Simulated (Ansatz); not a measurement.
fcc Pd, treated with PBE-D3(BJ) (plane waves, PAW; Ansatz, a quantum-chemistry and plane-wave program).

Numerical settings: plane-wave cutoff 500 eV, 32×32×32 k mesh, Fermi–Dirac smearing 0.1 eV, scalar-relativistic PAW data made under PBE.

Computed at the level's own relaxed cell.

Question: Predict the volume per atom and lattice constant a.

Answer: 
- volume per atom = 14.74 Å³/atom
- lattice constant a = 3.892 Å

Measured, for comparison: equilibrium volume per atom 14.56 Å³/atom, lattice constant a 3.876 Å (static lattice: zero-point anharmonic expansion removed; as tabulated in Mejia-Rodriguez and Trickey (2018), arXiv:1807.09216). Computed (rounded) less measured: equilibrium volume per atom +1.2 %, lattice constant a +0.4 %.

Computed values are for the static lattice.

Cost on a shared machine: around 50 core-seconds (rough).
